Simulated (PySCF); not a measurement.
Run record: excited-state job, formyl fluoride, `O=CF`.

Method: TDDFT B3LYP/def2-SVPD, vertical, gas phase, core orbitals frozen in the response (PySCF 2.14.0, density-fitted response routines). Geometry: GFN2-xTB. The command runs a driver script over a list of jobs; the input below is this job's line of settings and its coordinates in Å.

Command:
```bash
OMP_NUM_THREADS=1 python probes_run.py task.json out
```

Input:
```
{"job": {"kind": "uv", "xc": "B3LYP", "basis": "def2-SVPD", "nstates": 8, "ntriplets": 3}, "charge": 0, "multiplicity": 1}
O     -0.884668    -0.854057    -0.001358
C     -0.088791     0.005260    -0.005584
F      1.229824    -0.238669    -0.007178
H     -0.246131     1.092239    -0.008735
```

Give the output.

```
coarse grid: 3880 points
cycle   1  E = -213.4520177150  dE =  4.871e-01  |g| = 8.360e-01  |ddm| = 2.306e+00
cycle   2  E = -212.9402803320  dE =  5.117e-01  |g| = 1.828e+00  |ddm| = 1.803e+00
cycle   3  E = -213.5770563477  dE = -6.368e-01  |g| = 2.347e-01  |ddm| = 1.369e+00
cycle   4  E = -213.5854429275  dE = -8.387e-03  |g| = 8.471e-02  |ddm| = 1.850e-01
cycle   5  E = -213.5865959618  dE = -1.153e-03  |g| = 7.746e-03  |ddm| = 5.028e-02
cycle   6  E = -213.5866079561  dE = -1.199e-05  |g| = 1.819e-03  |ddm| = 6.862e-03
cycle   7  E = -213.5866086000  dE = -6.439e-07  |g| = 4.860e-04  |ddm| = 1.625e-03
final grid: 39392 points
cycle   8  E = -213.6237306137  dE = -1.009e-05  |g| = 4.237e-03  |ddm| = 2.456e-02
cycle   9  E = -213.6237236923  dE =  6.921e-06  |g| = 7.563e-03  |ddm| = 7.403e-03
cycle  10  E = -213.6237336831  dE = -9.991e-06  |g| = 8.724e-04  |ddm| = 4.901e-03
cycle  11  E = -213.6237338199  dE = -1.369e-07  |g| = 1.582e-04  |ddm| = 6.096e-04
cycle  12  E = -213.6237338241  dE = -4.180e-09  |g| = 4.117e-05  |ddm| = 1.478e-04
cycle  13  E = -213.6237338245  dE = -3.490e-10  |g| = 7.135e-06  |ddm| = 4.098e-05
converged SCF energy = -213.6237338245

Static polarisability (au): isotropic 17.978, principal 13.331 17.921 22.682

Singlet excitations
state   eV       nm        f      main configurations
  1   6.0000    206.6   0.00177   H->L 0.99
  2   8.6622    143.1   0.00016   H-2->L 1.00
  3   8.9334    138.8   0.00511   H->L+1 0.83, H-1->L 0.15
  4   9.2786    133.6   0.12232   H-1->L 0.54, H->L+2 0.21, H->L+1 0.14
  5   9.9395    124.7   0.12252   H->L+2 0.74, H-1->L 0.13, H->L+3 0.10
  6  10.6858    116.0   0.00588   H-1->L+1 0.99
  7  10.7802    115.0   0.01190   H->L+4 0.99
  8  10.8047    114.8   0.08820   H->L+3 0.80

Triplet excitations (Tamm-Dancoff, eV): 5.3726 6.5702 8.1688
```

The SCF starts on a coarse grid where the log names one; the energy can jump when the final grid takes over, and dE then counts from the start density on the new grid. H and L stand for HOMO and LUMO; the number after each pair is its weight.

Give the mean polarisability as a volume in Å³, and the ratio of the largest to the smallest principal value.

17.978 au × 0.148185 = 2.66 Å³; 22.682/13.331 = 1.70.

Summary of the converged run: HOMO -9.46 eV, LUMO -1.43 eV; lowest singlet 6.00 eV; lowest triplet 5.37 eV (Tamm–Dancoff); mean polarisability 18.0 au.

How long does this job take on one thread, Arm Neoverse V2 (aarch64), no GPU (shared host)? And the peak memory of the process?

About 1.9 s, with 0.30 GiB resident at the peak, the Python interpreter and its libraries included.
Labels such as C1 count atoms from 1, the log's own numbers from 0.
